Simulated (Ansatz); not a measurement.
For corundum (α-Al2O3), PBE-D3(BJ) (PAW; Ansatz, a quantum-chemistry and plane-wave program) gives:

| Item | Result |
|---|---|
| equilibrium lattice constant a | 4.780 Å |
| c axis length | 13.037 Å |
| cohesive energy | 6.46 eV/atom |

**Question.** What does HSE06 (Ansatz, plane waves, PAW) give for the same quantities?

**Answer.** 
- lattice constant a: 4.753 Å (shrinks by 0.6 %)
- lattice parameter c: 12.979 Å (decreases by 0.4 %)
- cohesive energy: 6.16 eV/atom (shrinks by 0.30 eV/atom)

For comparison: lattice constant a 4.759 Å (measured, temperature not stated, no zero-point or thermal correction; as tabulated in Lallet et al. (2009), arXiv:0801.3594); lattice parameter c 12.991 Å (measured, temperature not stated, no zero-point or thermal correction; as tabulated in Lallet et al. (2009), arXiv:0801.3594); cohesive energy 6.43 ± 0.03 eV/atom (worked out here from tabulated enthalpies at 298 K, brought to a static lattice with a Debye model, atoms in their spin–orbit ground levels; inputs from the CRC Handbook).

Changes are worked out from the printed values.

Unless a cell is named, each level is at its own relaxed cell (PBE-D3(BJ) 8.60, HSE06 8.46 Å³/atom).

Ansatz's density-functional and Hartree–Fock values are scalar-relativistic unless marked +SOC, with PAW data made under PBE.
